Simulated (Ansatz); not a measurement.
The input, for Ansatz 0.2.0:

```yaml
crystal:
  periodic: [false, false, false]
  atoms:
    - {symbol: Al, position_ang: [0.000000, 0.000000, -0.321500]}
    - {symbol: Ga, position_ang: [0.000000, 0.000000, -2.992000]}
    - {symbol: H, position_ang: [0.000000, 0.000000, 3.313500]}
basis:
  gaussian: {orbitals: 6-31G}
magnetization: {spin_polarized: false, initial_magnetization: 1}
correlation: {method: fci, electrons: outside_noble_gas}
```

```sh
$ ansatz run in.yaml --threads 1 --pin off --events-out ev --progress --plain --max-ram 2393MiB
```

Log:

```
716 factors; integrals over basis functions are off by at most 1.1e-7 eV
mean field evaluation 1: about -58915.4149 eV, gradient 1.2e1 eV
mean field evaluation 2: about -58915.4256 eV, gradient 1.2e1 eV
mean field evaluation 4: about -58916.9331 eV, gradient 7.4e0 eV
mean field evaluation 8: about -58917.7555 eV, gradient 1.3e0 eV
mean field evaluation 16: about -58909.5844 eV, gradient 1.6e1 eV
mean field evaluation 32: about -58915.5928 eV, gradient 1.1e1 eV
mean field evaluation 64: about -58912.7371 eV, gradient 2.2e1 eV
mean field evaluation 96: about -58917.7741 eV, gradient 1.0e-6 eV
mean field evaluation 128: about -58919.1314 eV, gradient 3.4e-1 eV
mean field evaluation 160: about -58918.7640 eV, gradient 9.7e-7 eV
mean field evaluation 192: about -58916.9150 eV, gradient 7.4e0 eV
mean field -58919.14195822 eV, -2165.2385301358 hartree, gradient 1.6e-6 eV, S^2 0.750000; 12 other end points of the search recorded, 0 dependent functions left out
mean field evaluation 224: about -58919.8626 eV, gradient 2.0e-4 eV
determinant -58919.14195822 eV, -2165.2385301358 hartree, with singles and doubles -58921.21286143 eV, -2165.3146344252 hartree
determinant -58918.76404877 eV, -2165.2246422195 hartree, with singles and doubles -58921.33966649 eV, -2165.3192944252 hartree
determinant -58917.77411292 eV, -2165.1882627482 hartree, with singles and doubles -58921.45902110 eV, -2165.3236806261 hartree
determinant -58919.14195822 eV, -2165.2385301358 hartree, with singles and doubles -58921.22215579 eV, -2165.3149759865 hartree
determinant -58918.76404877 eV, -2165.2246422195 hartree, with singles and doubles -58921.33880759 eV, -2165.3192628611 hartree
determinant -58917.77411292 eV, -2165.1882627482 hartree, with singles and doubles -58921.46616777 eV, -2165.3239432613 hartree
determinant -58919.14195822 eV, -2165.2385301358 hartree, with singles and doubles -58921.23592205 eV, -2165.3154818873 hartree
determinant -58918.76404877 eV, -2165.2246422195 hartree, with singles and doubles -58921.34261311 eV, -2165.3194027113 hartree
determinant -58917.77411292 eV, -2165.1882627482 hartree, with singles and doubles -58921.89595983 eV, -2165.3397378282 hartree
unrestricted determinant -58919.88682933 eV, -2165.2659036441 hartree, S^2 1.8463
19 core orbitals not correlated: weight in the atoms' cores, before any rotation towards them, 0.999 or more for the frozen orbitals, at most 0.000 for the correlated occupied ones
reference -58919.14195822 eV, -2165.2385301358 hartree; 4, 3 occupied and 21, 22 virtual orbitals, 716 factors
state -58922.07106462 eV, -2165.3461728105 hartree
19 core orbitals not correlated: weight in the atoms' cores, before any rotation towards them, 0.999 or more for the frozen orbitals, at most 0.000 for the correlated occupied ones
state -58922.07454473 eV, -2165.3463007022 hartree
Total energy: -58922.07454473 eV, -2165.3463007022 hartree
```

Natural occupations: 1.9420 1.8793 1.3073 0.9752 0.6938 0.0568 0.0454 0.0347 0.0344 0.0087 0.0068 0.0057 0.0050 0.0017 0.0015 0.0007 0.0003 0.0002 0.0002 0.0001 0.0001 0.0001 0.0001 0.0000.

Ran on 1 thread of Arm Neoverse V2, shared host: 5.6 min wall, 1.1 GiB peak host memory.
